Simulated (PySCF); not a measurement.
# Exercise with solution: entropy of an ideal gas

CH4S, SMILES SC.

Coordinates come from a PBE-D3(BJ)/def2-TZVP optimisation.

PBE-D3(BJ)/def2-TZVP (PySCF) gives the harmonic wavenumbers 237, 693, 779, 939, 1060, 1305, 1422, 1436, 2614, 2987, 3072, 3077 cm⁻¹ and the rotational temperatures 4.8767, 0.6158, 0.5902 K. The molar mass is 48.10 g/mol, the symmetry number 1, the spin multiplicity 1.

Work out the entropy at 298.15 K and 1 atm in the rigid-rotor, harmonic-oscillator model.


Translation (Sackur–Tetrode at 1 atm): S = R[1.5 ln M + 2.5 ln T − 1.16487] = 157.1 J/(mol K).
Rotation: q = (√π/σ) T^1.5/√(θA θB θC) = 6850, S = R[ln q + 3/2] = 85.9 J/(mol K).
Vibration: with u = 1.4388 ν/T, each mode gives R[u/(e^u − 1) − ln(1 − e^−u)]:
| ν (cm⁻¹) | modes | u | S (J/(mol K)) |
|---|---|---|---|
| 237 | 1 | 1.14 | 7.64 |
| 693 | 1 | 3.34 | 1.32 |
| 779 | 1 | 3.76 | 0.94 |
| 939 | 1 | 4.53 | 0.50 |
| 1060 | 1 | 5.12 | 0.31 |
| 1305 | 1 | 6.30 | 0.11 |
| 1422 | 1 | 6.86 | 0.07 |
| 1436 | 1 | 6.93 | 0.06 |
The stiffer modes add less than 0.005 each. Sum 10.9 J/(mol K).
Spin: R ln 1 = 0.0 J/(mol K).
Total 253.9 J/(mol K); the program's own thermochemistry gives 253.9. Translation makes up 62 % and vibration 4 %. Anharmonicity, hindered rotation and orbital degeneracy are left out.
